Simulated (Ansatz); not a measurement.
The input, for Ansatz 0.2.0:

```yaml
crystal:
  periodic: [false, false, false]
  atoms:
    - {symbol: Ge, position_ang: [0.000030, -0.000002, -0.016520]}
    - {symbol: H, position_ang: [1.292135, 0.014896, 0.399169]}
    - {symbol: H, position_ang: [-0.659987, 1.112284, 0.395492]}
    - {symbol: H, position_ang: [-0.634291, -1.127001, 0.395874]}
basis:
  gaussian: {orbitals: 6-31G}
magnetization: {spin_polarized: true, initial_magnetization: 1}
hamiltonian: {xc: {name: PBE0}}
correlation: {method: ccsdt, electrons: outside_noble_gas}
```

```sh
$ ansatz run in.yaml --threads 1 --pin off --events-out ev --progress --plain --max-ram 2393MiB
```

Log:

```
604 factors; integrals over basis functions are off by at most 4.8e-8 eV
mean field evaluation 1: about -56547.2097 eV, gradient 7.2e0 eV
mean field evaluation 2: about -56547.2697 eV, gradient 7.0e0 eV
mean field evaluation 4: about -56547.4313 eV, gradient 8.6e-1 eV
mean field evaluation 8: about -56547.4337 eV, gradient 3.4e-3 eV
mean field -56547.43373627 eV, -2078.0798605807 hartree, gradient 6.9e-6 eV, S^2 0.751489; 0 other end points of the search recorded, 0 dependent functions left out
14 core orbitals not correlated: weight in the atoms' cores, before any rotation towards them, 0.995 or more for the frozen orbitals, at most 0.002 for the correlated occupied ones
reference -56508.89381554 eV, -2076.6635446173 hartree; 4, 3 occupied and 17, 18 virtual orbitals, 604 factors
second order -1.29123094 eV of doubles, -0.09760783 eV of singles
cycle   1  -1.68435032 eV  change   -3.0e-1 eV  update   4.1e-2
cycle   2  -1.82847501 eV  change   -1.4e-1 eV  update   1.6e-2
cycle   3  -1.83580838 eV  change   -7.3e-3 eV  update   4.4e-3
cycle   4  -1.83739041 eV  change   -1.6e-3 eV  update   1.4e-3
cycle   5  -1.83718352 eV  change    2.1e-4 eV  update   6.1e-4
cycle   6  -1.83711313 eV  change    7.0e-5 eV  update   1.7e-4
cycle   7  -1.83718745 eV  change   -7.4e-5 eV  update   3.9e-5
cycle   8  -1.83718488 eV  change    2.6e-6 eV  update   1.2e-5
cycle   9  -1.83718149 eV  change    3.4e-6 eV  update   4.1e-6
cycle  10  -1.83718249 eV  change   -1.0e-6 eV  update   1.0e-6
cycle  11  -1.83718255 eV  change   -6.1e-8 eV  update   3.1e-7
Total energy: -56510.73099810 eV, -2076.7310598308 hartree
```

Ran on 1 thread of Arm Neoverse V1, shared host: 2 s wall, 0.1 GiB peak host memory.
